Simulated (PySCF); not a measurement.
# How well do the runs reproduce experiment for ethane?

**What was measured.**

From NIST CCCBDB Release 22 (SRD 101), experimental polarizabilities, for the gas: mean polarisability 4.226 Å³.

The results are set against them at the end.

Ethane, C2H6.
Numbering: `[CH3:1][CH3:2]` (hydrogens: H3, H4, H5 on C1; H6, H7, H8 on C2)

Structure used (GFN2-xTB), in Å, numbered top down from 1:
```
atom  x, y, z in Å
C1    -0.7524    0.1057   -0.0168
C2     0.7546   -0.1026    0.0104
H3    -1.2175   -0.5618   -0.7390
H4    -0.9937    1.1298   -0.2930
H5    -1.1835   -0.0949    0.9615
H6     0.9934   -1.1285    0.2828
H7     1.2208    0.5606    0.7360
H8     1.1874    0.1011   -0.9667
```

Runs made with PySCF (gas phase, on this GFN2-xTB geometry; no spin–orbit coupling):

```tsv
level	job	basis functions
CAM-B3LYP/def2-SVPD	8 singlets by full TDDFT, 3 Tamm–Dancoff triplets, polarisability	88
PBE0/def2-SVPD	6 singlets by full TDDFT, 2 Tamm–Dancoff triplets, polarisability	88
```

## Comparison

**Mean polarisability.** Measured: 4.226 Å³ (NIST CCCBDB Release 22 (SRD 101), experimental polarizabilities).

| level | computed (Å³) | computed − measured (Å³) | % (from the printed values) |
| --- | --- | --- | --- |
| CAM-B3LYP/def2-SVPD | 4.129 | -0.097 | -2 |
| PBE0/def2-SVPD | 4.122 | -0.104 | -2 |

Closest is CAM-B3LYP/def2-SVPD (-0.097 Å³), furthest PBE0/def2-SVPD (-0.104 Å³); one molecule doesn't rank methods. The computed values are static and purely electronic, with core orbitals frozen in the response (1 au = 0.148185 Å³). The table of measured values doesn't say here whether a value is static or optical, or holds a vibrational part.

No measured geometry was used, and the causes of the misses weren't examined.
